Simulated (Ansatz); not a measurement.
# BH₄NO: ionisation energy by level of theory

The task here is to estimate one member of a computed series from the others.

Method: unrestricted cation, the program's frozen cores in correlated methods; program: Ansatz 0.2.0, Gaussian basis.

Plan: UKS PBE-D4/def2-TZVPP; UKS r2SCAN-D4/def2-TZVPP; UKS PBE0-D4/def2-TZVPP; UKS B3LYP-D4/def2-TZVPP; UKS wB97X-V/def2-TZVPP; UKS wB97M-V/def2-TZVPP; UKS B2PLYP/def2-TZVPP; UHF-CCSD(T)/def2-TZVPP; UHF-CCSD(T)/def2-QZVPP; extrapolation to the limit; then −ε(HOMO) from the neutral's earlier runs with LDA (SPW92), PBE-D4, revPBE-D4, BLYP-D4, r2SCAN-D4, B97M-V, PBE0-D4, B3LYP-D4, r2SCANh-D4, r2SCAN0-D4, HSE06-D4, BHLYP-D4, CAM-B3LYP-D4, LC-ωPBE, ωB97X-V, ωB97M-V.

## The relaxed structure

The geometry comes from an earlier relaxation with PBE0-D4 in a triple-zeta def2 set; it is a stationary point, not always the lowest conformer.

SMILES `NBO`, 7 atoms, charge 0, spin multiplicity 1.

Atoms are counted from 1 here; the program's logs count them from 0.

Bond lengths: N1–B2 1.397 Å, N1–H4 1.006 Å, N1–H5 1.003 Å, B2–O3 1.371 Å, B2–H6 1.202 Å, O3–H7 0.957 Å. Angles: B2–N1–H4 122.6°, B2–N1–H5 122.7°, H4–N1–H5 114.6°, N1–B2–O3 118.7°, N1–B2–H6 119.9°, O3–B2–H6 121.4°, B2–O3–H7 112.5°.

The first run:

Input file in.yaml:

```yaml
crystal:
  periodic: [false, false, false]
  atoms:
    - {symbol: N, position_ang: [-0.949437, 0.171940, -0.442891]}
    - {symbol: B, position_ang: [0.292447, 0.160508, 0.197094]}
    - {symbol: O, position_ang: [1.025558, -0.998149, 0.192137]}
    - {symbol: H, position_ang: [-1.327555, -0.636170, -0.907405]}
    - {symbol: H, position_ang: [-1.534744, 0.985223, -0.476071]}
    - {symbol: H, position_ang: [0.696488, 1.155506, 0.737149]}
    - {symbol: H, position_ang: [1.858545, -0.906857, 0.654287]}
basis:
  gaussian: {orbitals: def2-TZVPP}
total_charge: 1
magnetization: {spin_polarized: true, initial_magnetization: 1}
hamiltonian: {xc: pbe, dispersion: d4}
```

Launch:

```sh
$ ansatz run in.yaml --threads 2 --pin off --events-out ev --progress --plain --max-ram 32768MiB --backend cpu
```

Among the steps run: Cation, UKS PBE-D4/def2-TZVPP; Cation, UKS r2SCAN-D4/def2-TZVPP; Cation, UKS PBE0-D4/def2-TZVPP; Cation, UKS B3LYP-D4/def2-TZVPP; Cation, UKS wB97X-V/def2-TZVPP; Cation, UKS wB97M-V/def2-TZVPP; Cation, UKS B2PLYP (frozen core)/def2-TZVPP; Cation, UHF-CCSD(T)/def2-TZVPP; Cation, UHF-CCSD(T)/def2-QZVPP.

One table of the session follows, with a row left open; its other results are not shown here.

For comparison, −ε(HOMO) of the neutral from earlier runs:

| functional | −ε(HOMO) (eV) |
| --- | --- |
| LDA (SPW92) | 6.49 |
| PBE-D4 | 6.31 |
| revPBE-D4 | 6.24 |
| BLYP-D4 | 6.18 |
| r2SCAN-D4 | 6.60 |
| B97M-V | 6.68 |
| PBE0-D4 | 7.76 |
| B3LYP-D4 | 7.51 |
| r2SCANh-D4 | 7.15 |
| r2SCAN0-D4 | 7.98 |
| HSE06-D4 | 7.35 |
| BHLYP-D4 | 9.13 |
| CAM-B3LYP-D4 | 9.22 |
| LC-ωPBE | 10.64 |
| ωB97X-V | ? |
| ωB97M-V | 10.16 |

**Question.** Estimate the row for ωB97X-V.

As computed: −ε(HOMO) (eV): 10.25. In the column «−ε(HOMO) (eV)» it lies between ωB97M-V (10.16) and LC-ωPBE (10.64).
